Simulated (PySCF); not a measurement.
## Working out the ionisation energy of S

S [Ne] 3s2 3p4 (3P) → S⁺ [Ne] 3s2 3p3 (4S). All numbers are calculated (PySCF 2.14, the spin-free X2C one-electron Hamiltonian (Gaussian nucleus), in x2c-TZVPPall with one added diffuse shell each of s, p, d type (6s6p4d1f, 51 functions)). Frozen: 1s2. Energies in hartree (1 hartree = 27.21139 eV):

```
             part    S (lower)   S⁺ (upper)
              UHF  -398.584924  -398.246029
MP2 opposite-spin    -0.200561    -0.176560
    MP2 same-spin    -0.076770    -0.073594
```

Task: What does Hartree-Fock give?

Result: (-398.246029) − (-398.584924) = 0.338895 hartree = 9.222 eV.

Task: What do MP2 and SCS-MP2 (6/5 opposite-spin, 1/3 same-spin) give?

Result: The opposite-spin parts differ by 0.653 eV and the same-spin parts by 0.086 eV. MP2: 9.222 + (0.653) + (0.086) = 9.961 eV. SCS-MP2: 9.222 + 1.2 × (0.653) + (0.086)/3 = 10.034 eV.

Measured between the centres of the two terms (NIST): 10.336 eV, so MP2 (valence and next inner shell) is off by -0.375 eV.

What remains against the reference includes basis incompleteness, the frozen core and correlation beyond second order.
